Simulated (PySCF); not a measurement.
Compound: 2-propanamine, C₃H₉N.
Bonds: C1–C2, C2–C3, C2–N4. Hydrogens: H5, H6, H7 on C1; H8 on C2; H9, H10, H11 on C3; H12, H13 on N4.

The same species was optimised twice, with GFN2-xTB and with PBE0-D3(BJ)/def2-SVP (PySCF), and the same property calculations (PySCF, gas phase) were run on both structures.

```
    coordinate  GFN2-xTB  PBE0-D3(BJ)/def2-SVP  change
    C3–H10 (Å)     1.086                 1.101  +0.015
     C1–H6 (Å)     1.087                 1.101  +0.014
     C3–H9 (Å)     1.088                 1.102  +0.014
     C1–H7 (Å)     1.088                 1.102  +0.014
    C3–H11 (Å)     1.087                 1.100  +0.013
     C1–H5 (Å)     1.087                 1.100  +0.013
     C1–C2 (Å)     1.527                 1.521  -0.006
     C2–C3 (Å)     1.526                 1.521  -0.005
     C2–H8 (Å)     1.108                 1.114  +0.006
    N4–H12 (Å)     1.014                 1.019  +0.005
    N4–H13 (Å)     1.014                 1.019  +0.005
     C2–N4 (Å)     1.458                 1.455  -0.003
H12–N4–H13 (°)     108.0                 106.1    -1.9
  C1–C2–H8 (°)     108.4                 107.4    -1.0
  C3–C2–H8 (°)     108.4                 107.4    -1.0
 H9–C3–H11 (°)     108.6                 107.6    -1.0
  H5–C1–H7 (°)     108.6                 107.7    -0.9
  C2–C1–H5 (°)     110.5                 111.3    +0.8
 C2–C3–H11 (°)     110.4                 111.2    +0.8
 H9–C3–H10 (°)     108.5                 107.8    -0.7
```

Rotational constants: A = 8421, B = 8040, C = 4709 MHz (GFN2-xTB) against A = 8412, B = 8006, C = 4689 MHz (PBE0-D3(BJ)/def2-SVP). Point groups within 0.08 Å: Cs and Cs. Atoms that the bonding makes alike are paired by their places after alignment.

On the GFN2-xTB structure: HOMO (eV) -6.71 [PBE0/pcSseg-1]; LUMO (eV) 1.37 [PBE0/pcSseg-1]; dipole (D) 1.31 [PBE0/pcSseg-1]; GIAO shielding of C1/C3 (mean) (ppm) 159.9 [PBE0/pcSseg-1]; GIAO shielding of C2 (ppm) 139.8 [PBE0/pcSseg-1]; GIAO shielding of N4 (ppm) 209.1 [PBE0/pcSseg-1].

Task: What do these properties become on the PBE0-D3(BJ)/def2-SVP structure?

Result: 
| property | level | on GFN2-xTB | on PBE0-D3(BJ)/def2-SVP | change |
| --- | --- | --- | --- | --- |
| HOMO (eV) | PBE0/pcSseg-1 | -6.71 | -6.76 | -0.05 |
| LUMO (eV) | PBE0/pcSseg-1 | 1.37 | 1.32 | -0.05 |
| dipole (D) | PBE0/pcSseg-1 | 1.31 | 1.36 | +0.05 |
| energy, GFN2-xTB geometry as zero (kcal/mol) | PBE0/pcSseg-1 | 0.0 | -0.3 | -0.3 |
| GIAO shielding of C1/C3 (mean) (ppm) | PBE0/pcSseg-1 | 159.9 | 157.9 | -2.0 |
| GIAO shielding of C2 (ppm) | PBE0/pcSseg-1 | 139.8 | 139.9 | +0.1 |
| GIAO shielding of N4 (ppm) | PBE0/pcSseg-1 | 209.1 | 207.7 | -1.4 |

The heavy atoms differ by 0.007 Å rms after alignment. Among all bonds C1–H6, C1–H7, C3–H9 and C3–H10 change most and about equally (+0.014 to +0.015 Å). Changes are differences of the printed values. Neither structure is proved a minimum here.

Shape of the structure used: `[CH3:1][CH:2]([CH3:3])[NH2:4]`: H–N4–C2–C1 178°, H–N4–C2–C1 61°.
